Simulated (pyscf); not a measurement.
Cl–SiH(Cl)–Cl + HCl → Cl–Si(Cl)(Cl)–Cl + H₂ (four-centre exchange; singlet surface; H–Si, Cl–H broken, Cl–Si, H–H formed). PySCF, gas phase, ωB97X-D3(BJ)/def2-SVP geometries. Rate constants from transition-state theory, ωB97M-D3(BJ)/def2-TZVP energies (ideal gas, 1 atm, RRHO with modes under 100 cm⁻¹ raised to 100, one conformer, R ln 2 for rigid chiral ones; no tunnelling), k in cm³ molecule⁻¹ s⁻¹.

| T (K) | 1000/T | log10 k |
|---|---|---|
| 298 | 3.354 | -44.86 |
| 600 | 1.667 | -28.57 |
| 900 | 1.111 | -23.02 |
| 1200 | 0.833 | ? |

### Question
Fit an Arrhenius line to the three values, give the activation energy, and predict k at 1200 K.

### Answer
Least squares gives log10 k = -12.29 − 9.72 × 1000/T, so Ea = 9.72 × ln 10 × 1.987 = 44.5 kcal/mol, against an electronic barrier of 43.5. At 1200 K the line gives -20.39; the computed value is -20.14 (ΔG‡ = 81.0 kcal/mol), a factor 1.8 over the line, since the plot is curved. This is the saddle that the search found; another between the same sides may lie lower.
